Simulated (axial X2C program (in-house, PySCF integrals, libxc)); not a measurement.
Bond lengths and stretching modes, held linear, of NSiN²⁺

Calculated with an in-house all-electron X2C program for linear molecules (integrals from PySCF): two-component X2C with atomic mean-field Coulomb and Gaunt terms, Gaussian nuclei, basis N dyall-av3z, Si dyall-v3z with contracted cores. Spin-free rows use the one-electron spin-free X2C Hamiltonian.

Masses N 14.003, Si 27.977, N 14.003 u. States: 2c Ω = 2 (beyond evenly filled blocks: 2 × ω = -1/2, 2 × ω = 3/2); spin-free M_S = 2, Λ = 0 (beyond evenly filled blocks: 2 × π+α, 2 × π-α).

PBE0, spin-free: energies above the lowest point

```json
{"r(N–Si) (Å)": "1.7911", "r(Si–N) (Å)": "1.7911", "E (meV)": "41.82"}
{"r(N–Si) (Å)": "1.7911", "r(Si–N) (Å)": "1.8370", "E (meV)": "20.36"}
{"r(N–Si) (Å)": "1.7911", "r(Si–N) (Å)": "1.8829", "E (meV)": "28.12"}
{"r(N–Si) (Å)": "1.8370", "r(Si–N) (Å)": "1.7911", "E (meV)": "20.36"}
{"r(N–Si) (Å)": "1.8370", "r(Si–N) (Å)": "1.8370", "E (meV)": "0.00"}
{"r(N–Si) (Å)": "1.8370", "r(Si–N) (Å)": "1.8829", "E (meV)": "8.95"}
{"r(N–Si) (Å)": "1.8370", "r(Si–N) (Å)": "1.9288", "E (meV)": "39.20"}
{"r(N–Si) (Å)": "1.8829", "r(Si–N) (Å)": "1.7911", "E (meV)": "28.12"}
{"r(N–Si) (Å)": "1.8829", "r(Si–N) (Å)": "1.8370", "E (meV)": "8.95"}
{"r(N–Si) (Å)": "1.8829", "r(Si–N) (Å)": "1.8829", "E (meV)": "19.22"}
{"r(N–Si) (Å)": "1.9288", "r(Si–N) (Å)": "1.8370", "E (meV)": "39.20"}
{"r(N–Si) (Å)": "1.9288", "r(Si–N) (Å)": "1.9288", "E (meV)": "84.14"}
```

Q: Fit a quadratic surface with cubic terms in each bond: where is the minimum, and what are the two stretching wavenumbers?

A: At PBE0, spin-free: bonds 1.844 and 1.844 Å; harmonic stretches 522.1 and 704.7 cm⁻¹; force constants 2.15, 2.15 and coupling 0.10 mdyn/Å.

The other levels and Hamiltonians give:

```csv
Hamiltonian,level,r(N–Si) (Å),r(Si–N) (Å),lower stretch (cm⁻¹),upper stretch (cm⁻¹)
2c,PBE0,1.844,1.844,522.0,704.6
2c,HF,1.828,1.828,488.5,663.5
2c,LDA,1.857,1.857,518.0,717.0
spin-free,HF,1.828,1.828,488.5,663.4
spin-free,LDA,1.856,1.856,518.1,717.1
```

Each state is one determinant, the lowest of a limited PBE0 search; the stretches come from a fit to these few points and carry an uncertainty of a few per cent. Other orders of the atoms were not compared. Left out for rough or failed fits: MP2 2c, MP2 spin-free. A multiply charged ion may be only metastable. The molecule was held linear; bending was not examined, so a bent shape may lie lower. Open-shell Ω = 0 determinants with evenly filled partner blocks cannot be reached by this program, so the Ω shown need not be the lowest component. Note: several unpaired electrons, one determinant need not be a pure state.
